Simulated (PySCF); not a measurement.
Structure problem from calculated spectra and properties.

Elements present: C, H, N and S. Monoisotopic mass: 58.9830 u.

- NMR, other nuclei: isotropic shieldings of nuclei other than C and H, by class: 48 (1 N), 465 (1 S) ppm [GIAO PBE/pcSseg-2]
- Rotational structure: rotational constant B (linear): 6.161 GHz [PBE0-D3(BJ)/def2-SVP]
- Triplet: lowest triplet excitation (Tamm–Dancoff): 3.36 eV [TDA CAM-B3LYP/def2-SVPD]
- Polarisability: 45.7 au [CAM-B3LYP/def2-SVPD]
- Dipole: 3.91 D [CAM-B3LYP/def2-SVPD]
- UV, strongest line: among the 10 lowest singlet transitions: S8 at 6.33 eV (196 nm, f = 0.712) [TDDFT CAM-B3LYP/def2-SVPD]
- 13C NMR: chemical shifts (computed TMS as zero) by class: 69.4 (1 C) ppm [GIAO PBE/pcSseg-2]
- Valence photoelectron: vertical ionisation energy: 9.10 eV [ΔSCF CAM-B3LYP/def2-SVPD]
- UV, first state: lowest singlet excitation: 3.96 eV (313 nm, f = 0.000) [TDDFT CAM-B3LYP/def2-SVPD]

Electronic properties: PySCF, gas phase, density fitting. Levels stand in brackets. Isolated species at its PBE0-D3(BJ)/def2-SVP geometry, gas phase. NMR classes are plain means over equivalent atoms (diastereotopic ones count apart unless rotation or inversion swaps them), as if these changed places fast.

Question: Which formula fits the mass and the elements?

Answer: CHNS (calculated 58.9830). No other formula that holds each of these elements comes within 0.0003 u with a fitting electron parity and a possible valence count.

Question: What is the compound? Reason from the data.

Answer: Numbering: `[CH:1]#[N+:2][S-:3]`. The one carbon: triply bonded carbon [C1] (69.4 ppm). The other shieldings belong to: 48 ppm, nitrogen bonded to C and S [N2]; 465 ppm, sulfur bonded to N [S3]. The optimised geometry has point group C∞v and is a linear rotor. Structure: thiofulminic acid (`C#[N+][S-]`). Computed isomers that give other values at the same levels: `N=C=S` (smallest rotational constant: 5.840 GHz; this holds for the one conformer computed); `N#CS` (thiocyanic acid) (smallest rotational constant: 5.687 GHz; this holds for the one conformer computed). The assignments are read from this structure; whether some other isomer fits the data as well wasn't checked.
